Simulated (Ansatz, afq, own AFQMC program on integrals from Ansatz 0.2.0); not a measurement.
## CH$_{2}$Al, quartet: AFQMC among the cluster methods

```yaml
atoms:
  - { symbol: Al, position_ang: [0.0000, -0.0744, 0.6134] }
  - { symbol: C, position_ang: [0.0000, 0.0101, -1.3080] }
  - { symbol: H, position_ang: [0.0000, 1.3217, 1.4205] }
  - { symbol: H, position_ang: [0.0000, 0.5490, -2.2537] }
```

Connectivity, by distances: AlH–CH.

Basis cc-pVDZ. Only valence electrons are correlated. Ansatz 0.2.0 and our own AFQMC program on the same integrals; the CISD trial comes from CCSD amplitudes, and released means the phaseless constraint is let go. Free projection: walkers drawn from exp(T), propagated without any constraint. Its projection time is finite, and what remains of the start isn't in its error. Uncertainties: one standard error, sampling alone.

Determinant: UHF, the one that the program's search chose, which needn't be the lowest solution. The geometry is a PBE0/def2-TZVP stationary point of this or a neighbouring charge and spin state.

No full CI on the walks' own integrals is used here; CCSDT(Q) serves as the reference and is uncertain by about the last step of the cluster series.

Cautions: lower spins were not checked; the ph-AFQMC/CISD walk drifts between its halves (2.2 errors).

The T1 diagnostic is 0.0176, the weight of the determinant in the CISD state is 0.910 and the ⟨S²⟩ of the determinant is 3.772. The size of the correlated space is 9 electrons in 36 orbitals.

```tsv
level	correlation energy (eV)
MP2	-3.5382
CCSD	-4.3774
CCSD(T)	-4.4752
```

Q: Estimate where phaseless AFQMC with the Hartree–Fock trial lies against CCSD(T) on the same integrals.

A: 0.1 ± 2.8 kJ/mol below CCSD(T). The gap is under twice the noise, so this walk alone can't tell the two apart.

Reference: CCSDT(Q), correlation energy -4.506 eV. The released energy is read at 2.40 1/Eh (meV from the phaseless value at times in 1/Eh: 3 ± 6 at 0.24, 2 ± 9 at 0.51, -2 ± 10 at 0.99, -13 ± 7 at 1.62, -8 ± 9 at 2.40).

```tsv
level	E − E(reference) (kJ/mol)	share of correlation (%)
CCSD(T)	3.0	99.31
CCSDT	0.5	99.88
ph-AFQMC/HF	2.9 ± 2.8	99.32
ph-AFQMC/CISD	0.5 ± 0.7	99.87
released AFQMC	-0.2 ± 0.9	100.05
free AFQMC	0.9 ± 1.1	99.80
```

Free projections are given only where their last times agree within the noise and don't stop above the reference; a slow remainder of the start can still hide under it. A walk keeps the symmetry of its determinant, which the program's search chose and which needn't be the lowest solution, so a lower state of the same spin and another symmetry isn't excluded. Released energies are given only where the last usable release times agree within the noise; a slower fall can still hide under it.
